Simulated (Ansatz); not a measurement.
# SiH5 (doublet): one geometry, many settings at distance H1–H2 along a hydrogen transfer = 0.745 Å

What do other methods and options give for SiH5 (doublet) at this geometry, and how long do they take?

Program: Ansatz 0.2.0, Gaussian basis. Level of theory: the settings change from run to run. These are calculated values, not measurements.

9 further runs of the same task are left out: 2 for a mislabelled method, 6 that didn't finish, 1 set aside as unsound or not needed.

**1. The system**

The geometry derives from fragments relaxed apart (PBE0/def2-TZVP) and kept rigid, so it is no stationary point. A hydrogen atom is moved between rigid fragments.

6 atoms, charge 0, spin multiplicity 2.

Atoms are counted from 1 here; the program's logs count them from 0.

Bond lengths: H1–H2 0.745 Å, Si3–H4 1.486 Å, Si3–H5 1.486 Å, Si3–H6 1.486 Å. Angles: H4–Si3–H5 111.3°, H4–Si3–H6 111.3°, H5–Si3–H6 111.3°.

**2. CCSD on UHF/6-31++G****

in.yaml

```yaml
crystal:
  periodic: [false, false, false]
  atoms:
    - {symbol: H, position_ang: [-2.428508, 0.000000, -0.000001]}
    - {symbol: H, position_ang: [-1.683508, 0.000000, -0.000001]}
    - {symbol: Si, position_ang: [0.089492, 0.000000, 0.000000]}
    - {symbol: H, position_ang: [0.539466, -1.416253, 0.000001]}
    - {symbol: H, position_ang: [0.539466, 0.708126, -1.226511]}
    - {symbol: H, position_ang: [0.539465, 0.708127, 1.226511]}
basis:
  gaussian: {orbitals: "6-31++G**"}
magnetization: {spin_polarized: true, initial_magnetization: 1}
correlation: {method: ccsd, electrons: all}
scf: {omitted_lower_state_checks: [cluster_reference]}
```

On the command line:

```bash
$ ansatz run in.yaml --threads 1 --pin off --events-out ev --progress --plain --max-ram 2393MiB
```

Standard output:

```text
Functional definition: HF
  name "HF"
  cite "Fock, Z. Phys. 61, 126 (1930) doi:10.1007/BF01340294"
  parent pbe
  exchange = exact_x
  correlation = 0
these checks for a lower state are left out or cut short: cluster_reference
474 factors; integrals over basis functions are off by at most 1.5e-3 eV
mean field evaluation 1: about -7936.8357 eV, gradient 7.9e0 eV
mean field evaluation 2: about -7936.8568 eV, gradient 7.9e0 eV
mean field evaluation 4: about -7937.6920 eV, gradient 6.4e-1 eV
mean field evaluation 8: about -7937.7007 eV, gradient 1.7e-3 eV
mean field -7937.70074664 eV, -291.7051220721 hartree, gradient 3.5e-6 eV, S^2 0.765088; 0 other end points of the search recorded, 0 dependent functions left out
reference -7937.70074664 eV, -291.7051220721 hartree; 10, 9 occupied and 43, 44 virtual orbitals, 474 factors
second order -3.60775773 eV of doubles, -0.00000000 eV of singles
cycle   1  -4.19242397 eV  change   -5.8e-1 eV  update   5.5e-2
cycle   2  -4.42424047 eV  change   -2.3e-1 eV  update   2.2e-2
cycle   3  -4.43197910 eV  change   -7.7e-3 eV  update   6.1e-3
cycle   4  -4.43227079 eV  change   -2.9e-4 eV  update   1.8e-3
cycle   5  -4.43195733 eV  change    3.1e-4 eV  update   7.4e-4
cycle   6  -4.43197326 eV  change   -1.6e-5 eV  update   2.7e-4
cycle   7  -4.43208856 eV  change   -1.2e-4 eV  update   1.0e-4
cycle   8  -4.43209213 eV  change   -3.6e-6 eV  update   3.6e-5
cycle   9  -4.43207656 eV  change    1.6e-5 eV  update   1.2e-5
Total energy: -7942.13282320 eV, -291.8679978817 hartree
Checks for a lower state left out: cluster_reference
```

Wall time 1.1 s (1 thread of Intel Xeon Platinum 8488C, shared host).

From the report: ⟨S²⟩ of the determinant 0.765 (pure doublet: 0.75); correlation -4.4321 eV; T1 0.009; largest double amplitude 0.03.

**3. NEVPT2(5,6)/def2-SVP**

in.yaml, as its differences from that of step 2:

```diff
@@ -10,5 +10,4 @@
 basis:
-  gaussian: {orbitals: "6-31++G**"}
-magnetization: {spin_polarized: true, initial_magnetization: 1}
-correlation: {method: ccsd, electrons: all}
-scf: {omitted_lower_state_checks: [cluster_reference]}
+  gaussian: {orbitals: def2-SVP}
+magnetization: {spin_polarized: false, initial_magnetization: 1}
+correlation: {method: sc_nevpt2, electrons: outside_noble_gas, active_space: {window: {electrons: 5, orbitals: 6}}}
```

The command is unchanged.

Standard output:

```text
Functional definition: HF
  name "HF"
  cite "Fock, Z. Phys. 61, 126 (1930) doi:10.1007/BF01340294"
  parent pbe
  exchange = exact_x
  correlation = 0
429 factors; integrals over basis functions are off by at most 9.5e-4 eV
mean field evaluation 1: about -7934.7231 eV, gradient 9.7e0 eV
mean field evaluation 2: about -7934.7232 eV, gradient 9.7e0 eV
mean field evaluation 4: about -7935.3636 eV, gradient 4.7e-1 eV
mean field evaluation 8: about -7935.3666 eV, gradient 3.4e-5 eV
mean field -7935.36659823 eV, -291.6193437003 hartree, gradient 1.3e-6 eV, S^2 0.750000; 0 other end points of the search recorded, 0 dependent functions left out
reference -7935.36659823 eV, -291.6193437003 hartree; 10, 9 occupied and 33, 34 virtual orbitals, 429 factors
state -7936.41795388 eV, -291.6579803077 hartree
state -7936.41795388 eV, -291.6579803077 hartree; corrected -7939.01955221 eV, -291.7535872831 hartree
Total energy: -7939.01955221 eV, -291.7535872831 hartree
```

Run time: 1.4 s. Hardware: 1 thread of Intel Xeon Platinum 8488C, shared host.

From the report: 300 determinants; active occupations 1.98, 1.97, 1.00, 0.02, 0.02, 0.01.

**4. HF/6-31G**

in.yaml, as its differences from that of step 3:

```diff
@@ -10,4 +10,6 @@
 basis:
-  gaussian: {orbitals: def2-SVP}
-magnetization: {spin_polarized: false, initial_magnetization: 1}
-correlation: {method: sc_nevpt2, electrons: outside_noble_gas, active_space: {window: {electrons: 5, orbitals: 6}}}
+  gaussian: {orbitals: 6-31G}
+magnetization: {spin_polarized: true, initial_magnetization: 1}
+hamiltonian: {xc: hf}
+scf: {lower_state_search: off}
+output: {forces: true, orbitals: {seedname: orbitals}}
```

Launched as before.

Standard output (excerpt; [...] marks lines left out):

```text
Functional definition: HF
  name "HF"
  cite "Fock, Z. Phys. 61, 126 (1930) doi:10.1007/BF01340294"
  parent pbe
[...]
300 factors; integrals over basis functions are off by at most 9.0e-4 eV
[...]
mean field -7936.32261644 eV, -291.6544767216 hartree, gradient 5.5e-6 eV, S^2 0.767299; 0 other end points of the search recorded, 0 dependent functions left out
[...]
reference -7936.32261644 eV, -291.6544767216 hartree; 10, 9 occupied and 13, 14 virtual orbitals, 300 factors
Total energy: -7936.32261644 eV, -291.6544767216 hartree
Atom 0 at    -2.428508     0.000000    -0.000001 Å, force    -2.061466     0.000000    -0.000001 eV/Å
Atom 1 at    -1.683508     0.000000    -0.000001 Å, force    -0.132223    -0.000000    -0.000000 eV/Å
Atom 2 at     0.089492     0.000000     0.000000 Å, force     1.898779    -0.000004     0.000001 eV/Å
Atom 3 at     0.539466    -1.416253     0.000001 Å, force     0.098303    -0.128253     0.000000 eV/Å
Atom 4 at     0.539466     0.708126    -1.226511 Å, force     0.098304     0.064129    -0.111074 eV/Å
Atom 5 at     0.539465     0.708127     1.226511 Å, force     0.098304     0.064129     0.111074 eV/Å
Dipole moment:    -0.085477     0.000000    -0.000000 e Å
Checks for a lower state left out: stability, starts, cluster_reference, orbital_swaps, neighbouring_geometries, increment
```

Run time: 0.18 s. Hardware: 1 thread of Intel Xeon Platinum 8488C, shared host.

From the report: ⟨S²⟩ of the determinant 0.767 (pure doublet: 0.75).

**5. CCSDT on ROHF/6-31G**

in.yaml, as its differences from that of step 4:

```diff
@@ -11,5 +11,3 @@
   gaussian: {orbitals: 6-31G}
-magnetization: {spin_polarized: true, initial_magnetization: 1}
-hamiltonian: {xc: hf}
-scf: {lower_state_search: off}
-output: {forces: true, orbitals: {seedname: orbitals}}
+magnetization: {spin_polarized: false, initial_magnetization: 1}
+correlation: {method: ccsdt, electrons: outside_noble_gas}
```

Same command.

Standard output (excerpt; [...] marks lines left out):

```text
Functional definition: HF
  name "HF"
  cite "Fock, Z. Phys. 61, 126 (1930) doi:10.1007/BF01340294"
  parent pbe
[...]
508 factors; integrals over basis functions are off by at most 6.7e-8 eV
[...]
mean field -7936.20468305 eV, -291.6501427492 hartree, gradient 6.7e-6 eV, S^2 0.750000; 0 other end points of the search recorded, 0 dependent functions left out
[...]
5 core orbitals not correlated: weight in the atoms' cores, before any rotation towards them, 1.000 or more for the frozen orbitals, at most 0.000 for the correlated occupied ones
reference -7936.20468305 eV, -291.6501427492 hartree; 5, 4 occupied and 13, 14 virtual orbitals, 508 factors
second order -1.87998926 eV of doubles, -0.05625617 eV of singles
cycle   1  -2.43265156 eV  change   -4.9e-1 eV  update   5.9e-2
[...]
cycle  12  -2.71606199 eV  change   -2.2e-7 eV  update   6.4e-7
Total energy: -7938.92074504 eV, -291.7499561864 hartree
```

It took 1 s on 1 thread of Intel Xeon Platinum 8488C, shared host.

From the report: correlation -2.7161 eV; T1 0.018; largest double amplitude 0.04.

**6. MRCISD+Q(relaxed)(3,5)/6-31G**

in.yaml, as its differences from that of step 5:

```diff
@@ -12,2 +12,2 @@
 magnetization: {spin_polarized: false, initial_magnetization: 1}
-correlation: {method: ccsdt, electrons: outside_noble_gas}
+correlation: {method: fic_mrcisd_q_relaxed, electrons: all, active_space: {window: {electrons: 3, orbitals: 5}}}
```

The command is unchanged.

Standard output (excerpt; [...] marks lines left out):

```text
Functional definition: HF
  name "HF"
  cite "Fock, Z. Phys. 61, 126 (1930) doi:10.1007/BF01340294"
  parent pbe
[...]
300 factors; integrals over basis functions are off by at most 9.0e-4 eV
[...]
mean field -7936.20457620 eV, -291.6501388226 hartree, gradient 6.5e-6 eV, S^2 0.750000; 0 other end points of the search recorded, 0 dependent functions left out
reference -7936.20457620 eV, -291.6501388226 hartree; 10, 9 occupied and 13, 14 virtual orbitals, 300 factors
state -7936.94297168 eV, -291.6772743561 hartree
contracted CI cycle   1: correlation 0.00000000 eV, 0.0000000000 hartree, residual 1.04e1 eV
contracted CI cycle   2: correlation -1.89166136 eV, -0.0695172729 hartree, residual 2.30e0 eV
contracted CI cycle   3: correlation -1.96700106 eV, -0.0722859555 hartree, residual 6.39e-1 eV
contracted CI cycle   4: correlation -1.97295439 eV, -0.0725047364 hartree, residual 1.95e-1 eV
[...]
contracted CI cycle   4: correlation -2.18100294 eV, -0.0801503798 hartree, residual 1.98e-1 eV
contracted CI cycle   5: correlation -2.18171302 eV, -0.0801764745 hartree, residual 7.49e-2 eV
contracted CI cycle   6: correlation -2.18180825 eV, -0.0801799742 hartree, residual 2.87e-2 eV
contracted CI cycle   7: correlation -2.18182463 eV, -0.0801805761 hartree, residual 1.25e-2 eV
contracted CI cycle   8: correlation -2.18182767 eV, -0.0801806879 hartree, residual 4.50e-3 eV
contracted CI cycle   9: correlation -2.18182813 eV, -0.0801807050 hartree, residual 2.23e-3 eV
contracted CI cycle  10: correlation -2.18182824 eV, -0.0801807090 hartree, residual 9.18e-4 eV
state -7936.72553047 eV, -291.6692835390 hartree; corrected -7939.02696502 eV, -291.7538596986 hartree
state -7936.72553047 eV, -291.6692835390 hartree; corrected -7939.02696502 eV, -291.7538596986 hartree
WARN: the results are in doubt because another end's mean lies 0.217 eV lower, and its corrected mean 0.007 eV higher
Total energy: -7939.02696502 eV, -291.7538596986 hartree
In doubt: another end's mean lies 0.217 eV lower, and its corrected mean 0.007 eV higher
```

Run time: 1.3 s. Hardware: 1 thread of Intel Xeon Platinum 8488C, shared host.

From the report: 50 determinants; active occupations 1.97, 1.00, 0.02, 0.00, 0.00. Mind the lines of doubt at the end of the log.

**7. CCSDT(Q) on UHF/6-31G**

in.yaml, as its differences from that of step 6:

```diff
@@ -11,3 +11,4 @@
   gaussian: {orbitals: 6-31G}
-magnetization: {spin_polarized: false, initial_magnetization: 1}
-correlation: {method: fic_mrcisd_q_relaxed, electrons: all, active_space: {window: {electrons: 3, orbitals: 5}}}
+magnetization: {spin_polarized: true, initial_magnetization: 1}
+correlation: {method: ccsdt_q, electrons: outside_noble_gas}
+scf: {omitted_lower_state_checks: [cluster_reference]}
```

Launched as before.

Standard output (excerpt; [...] marks lines left out):

```text
Functional definition: HF
  name "HF"
  cite "Fock, Z. Phys. 61, 126 (1930) doi:10.1007/BF01340294"
  parent pbe
[...]
508 factors; integrals over basis functions are off by at most 6.7e-8 eV
[...]
mean field -7936.32272160 eV, -291.6544805861 hartree, gradient 5.6e-6 eV, S^2 0.767298; 0 other end points of the search recorded, 0 dependent functions left out
5 core orbitals not correlated: weight in the atoms' cores, before any rotation towards them, 1.000 or more for the frozen orbitals, at most 0.000 for the correlated occupied ones
reference -7936.32272160 eV, -291.6544805861 hartree; 5, 4 occupied and 13, 14 virtual orbitals, 508 factors
second order -1.83235167 eV of doubles, -0.00000000 eV of singles
cycle   1  -2.31043894 eV  change   -4.8e-1 eV  update   5.8e-2
[...]
cycle  12  -2.59810525 eV  change   -3.4e-7 eV  update   5.1e-7
perturbative correction -0.00095408 eV, -0.0000350619 hartree
Total energy: -7938.92178093 eV, -291.7499942548 hartree
Checks for a lower state left out: cluster_reference
```

It took 2 s on 1 thread of Intel Xeon Platinum 8488C, shared host.

From the report: ⟨S²⟩ of the determinant 0.767 (pure doublet: 0.75); correlation -2.5991 eV; T1 0.011; largest double amplitude 0.04.

**8. BCCD on ROHF/STO-3G**

in.yaml, as its differences from that of step 7:

```diff
@@ -10,5 +10,6 @@
 basis:
-  gaussian: {orbitals: 6-31G}
-magnetization: {spin_polarized: true, initial_magnetization: 1}
-correlation: {method: ccsdt_q, electrons: outside_noble_gas}
-scf: {omitted_lower_state_checks: [cluster_reference]}
+  gaussian: {orbitals: STO-3G}
+magnetization: {spin_polarized: false, initial_magnetization: 1}
+correlation: {method: bccd, electrons: all, diis_vectors: 12}
+scf: {lower_state_search: full}
+output: {forces: true}
```

Same command.

Standard output (excerpt; [...] marks lines left out):

```text
Functional definition: HF
  name "HF"
  cite "Fock, Z. Phys. 61, 126 (1930) doi:10.1007/BF01340294"
  parent pbe
[...]
154 factors; integrals over basis functions are off by at most 2.7e-5 eV
[...]
mean field -7846.62336867 eV, -288.3580901664 hartree, gradient 6.9e-7 eV, S^2 0.750000; 3 other end points of the search recorded, 0 dependent functions left out
reference -7846.62336867 eV, -288.3580901664 hartree; 10, 9 occupied and 4, 5 virtual orbitals, 154 factors
second order -1.41919201 eV of doubles, -0.03704472 eV of singles
cycle   1  -1.92492836 eV  change   -4.7e-1 eV  update   5.7e-2
[...]
cycle   9  -2.18311124 eV  change    1.0e-6 eV  update   4.5e-6
[...]
Total energy: -7848.80647991 eV, -288.4383180247 hartree
Atom 0 at    -2.428508     0.000000    -0.000001 Å, force    -2.094087     0.000000    -0.000001 eV/Å
Atom 1 at    -1.683508     0.000000    -0.000001 Å, force    -0.151342    -0.000000    -0.000000 eV/Å
Atom 2 at     0.089492     0.000000     0.000000 Å, force     2.295300    -0.000005     0.000001 eV/Å
Atom 3 at     0.539466    -1.416253     0.000001 Å, force    -0.016625     0.882334    -0.000000 eV/Å
Atom 4 at     0.539466     0.708126    -1.226511 Å, force    -0.016623    -0.441164     0.764120 eV/Å
Atom 5 at     0.539465     0.708127     1.226511 Å, force    -0.016623    -0.441165    -0.764120 eV/Å
Dipole moment:    -0.014103     0.000000    -0.000000 e Å
```

Run time: 0.36 s. Hardware: 1 thread of Intel Xeon Platinum 8488C, shared host.

From the report: correlation -2.1831 eV; largest double amplitude 0.07.

**9. BCCD(T)/def2-SVP**

in.yaml, as its differences from that of step 8:

```diff
@@ -10,6 +10,7 @@
 basis:
-  gaussian: {orbitals: STO-3G}
+  gaussian: {orbitals: def2-SVP}
 magnetization: {spin_polarized: false, initial_magnetization: 1}
-correlation: {method: bccd, electrons: all, diis_vectors: 12}
-scf: {lower_state_search: full}
+hamiltonian: {xc: {name: B3LYP}}
+correlation: {method: bccd_t, electrons: outside_noble_gas, diis_vectors: 1}
+accuracy: high
 output: {forces: true}
```

Launched as before.

Standard output (excerpt; [...] marks lines left out):

```text
Functional definition: B3LYP
  name "B3LYP"
  cite "Stephens, Devlin, Chabalowski & Frisch, J. Phys. Chem. 98, 11623 (1994) doi:10.1021/j100096a001"
  cite "Becke, Phys. Rev. A 38, 3098 (1988) doi:10.1103/PhysRevA.38.3098"
  cite "Lee, Yang & Parr, Phys. Rev. B 37, 785 (1988) doi:10.1103/PhysRevB.37.785"
  cite "Vosko, Wilk & Nusair, Can. J. Phys. 58, 1200 (1980) doi:10.1139/p80-159"
[...]
859 factors; integrals over basis functions are off by at most 3.7e-9 eV
[...]
mean field -7954.11033450 eV, -292.3081633034 hartree, gradient 8.1e-9 eV, S^2 0.750000; 0 other end points of the search recorded, 0 dependent functions left out
[...]
5 core orbitals not correlated: weight in the atoms' cores, before any rotation towards them, 1.000 or more for the frozen orbitals, at most 0.000 for the correlated occupied ones
reference -7935.15391027 eV, -291.6115275620 hartree; 5, 4 occupied and 33, 34 virtual orbitals, 859 factors
second order -3.64471549 eV of doubles, -0.18579846 eV of singles
cycle   1  -4.45507415 eV  change   -6.2e-1 eV  update   5.3e-2
[...]
cycle  27  -4.66452954 eV  change  -2.1e-10 eV  update  4.7e-10
perturbative correction -0.08092035 eV, -0.0029737681 hartree
[...]
Total energy: -7939.89936017 eV, -291.7859196292 hartree
Atom 0 at    -2.428508     0.000000    -0.000001 Å, force    -2.978594     0.000000    -0.000001 eV/Å
Atom 1 at    -1.683508     0.000000    -0.000001 Å, force     1.157743    -0.000000     0.000001 eV/Å
Atom 2 at     0.089492     0.000000     0.000000 Å, force     1.666499    -0.000004     0.000001 eV/Å
Atom 3 at     0.539466    -1.416253     0.000001 Å, force     0.051450     0.007663     0.000000 eV/Å
Atom 4 at     0.539466     0.708126    -1.226511 Å, force     0.051451    -0.003830     0.006634 eV/Å
Atom 5 at     0.539465     0.708127     1.226511 Å, force     0.051451    -0.003830    -0.006634 eV/Å
Dipole moment:    -0.050181     0.000000    -0.000000 e Å
```

Run time: 11 s. Hardware: 1 thread of Intel Xeon Platinum 8488C, shared host; peak memory 0.29 GiB.

From the report: correlation -4.7454 eV; largest double amplitude 0.03.

**10. The runs in one table**

Where basis and cores are those of an earlier FCI/6-31G run (-7938.9220 eV), and the state is the same kind, the miss against it is given. † marks a result that the program doubts.

```
                               level         correlated  functions  energy (eV)  from FCI (meV)    time
               CCSD on UHF/6-31++G**                all         53   -7942.1328                   1.1 s
                NEVPT2(5,6)/def2-SVP  outside noble gas         43   -7939.0196                   1.4 s
                            HF/6-31G                            23   -7936.3226          2599.4  0.18 s
                 CCSDT on ROHF/6-31G  outside noble gas         23   -7938.9207             1.2     1 s
      MRCISD+Q(relaxed)(3,5)/6-31G †                all         23   -7939.0270                   1.3 s
               CCSDT(Q) on UHF/6-31G  outside noble gas         23   -7938.9218             0.2     2 s
                 BCCD on ROHF/STO-3G                all         14   -7848.8065                  0.36 s
BCCD(T)/def2-SVP (on B3LYP orbitals)  outside noble gas         43   -7939.8994                    11 s
```

**11. Results**

```
quantity                                       value
    runs                                           8
quickest                            HF/6-31G, 0.18 s
 slowest  BCCD(T)/def2-SVP (on B3LYP orbitals), 11 s
```

Total energies in different bases, with other cores or another treatment of relativity can't be set against each other. BCCD(T)/def2-SVP (on B3LYP orbitals) took 58 times as long as HF/6-31G; the jobs differ in more than the method. Among the correlated runs with a miss given, it spans +0 to +1 meV. Hartree-Fock, CASSCF and CASCI lack dynamic correlation by design.
